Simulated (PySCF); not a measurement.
## Computed properties of NaCl, SMILES [Cl][Na]

NaCl, SMILES [Na][Cl]. Geometry optimised at B3LYP-D3(BJ)/def2-TZVPD. The values are those of a single conformer. All values are computed for the isolated molecule unless a solvent is named; none is compared with measurement here.

**Structure.** The optimised structure has C∞v symmetry. All 1 harmonic modes at B3LYP-D3(BJ)/def2-TZVPD (PySCF) are real, so it is a minimum.

**Vibrations.** The strongest infrared lines (harmonic, unscaled, degenerate partners summed) lie at 357 cm⁻¹ (49 km/mol, Na 61 %, Cl 39 %). The softest mode is at 357 cm⁻¹ and the zero-point energy is 0.5 kcal/mol.

**Electronic structure.** CAM-B3LYP/def2-TZVPD (PySCF) places the frontier levels at -7.93 and -1.29 eV, a gap of 6.64 eV, and gives a dipole moment of 8.87 D and a mean polarisability of 31.3 bohr³.

**Excitations.** TDA-B3LYP/def2-TZVPD (PySCF) has S1 at 3.47 eV (357 nm, f = 0.023, weak); the most intense of the 10 singlets computed lies at 4.15 eV (f = 0.11). Strengths of degenerate partners are summed. T1 (TDA) is at 3.40 eV, 0.07 eV under S1. No vertical singlet excitation falls in the visible range (under 3.1 eV).
